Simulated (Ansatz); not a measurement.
Zinc-blende AlAs: PBE at its full settings (plane-wave cutoff 520 eV, 10×10×10 k mesh, Fermi–Dirac smearing 0.01 eV, scalar-relativistic PAW data made under PBE) and at cheaper ones, in a cell of 2 atoms with Γ-centred meshes.

| level and setting | lattice parameter a (Å) | bulk modulus (GPa) |
|---|---|---|
| PBE (Ansatz) | 5.728 | 67.1 |
| PBE (2×2×2 k mesh) (Ansatz) | 5.857 | 60.4 |
| PBE (4×4×4 k mesh) (Ansatz) | 5.735 | 67.4 |
| PBE (6×6×6 k mesh) (Ansatz) | 5.729 | 67.3 |
| PBE (Fermi-Dirac smearing of 0.3 eV) (Ansatz) | 5.729 | 66.5 |

Largest shifts from the full settings: lattice constant a +2.25 % (PBE (2×2×2 k mesh)), against a difference of +1.40 % of the full result from the reference 5.649 Å (measured, static lattice: zero-point anharmonic expansion removed; as tabulated in Mejia-Rodriguez and Trickey (2018), arXiv:1807.09216); bulk modulus -10.0 % (PBE (2×2×2 k mesh)), against a difference of -10.5 % of the full result from the reference 75 GPa (measured, 0 K value with the zero-point phonon effect removed; as tabulated in Mejia-Rodriguez and Trickey (2018), arXiv:1807.09216).

The full settings aren't shown to be converged themselves.

Ansatz's density-functional and Hartree–Fock values are scalar-relativistic unless marked +SOC, with PAW data made under PBE.

Run with cheap settings on purpose, which may leave them unconverged: PBE (2×2×2 k mesh), PBE (4×4×4 k mesh), PBE (6×6×6 k mesh), PBE (Fermi-Dirac smearing of 0.3 eV).

Ansatz is a quantum-chemistry and plane-wave program.
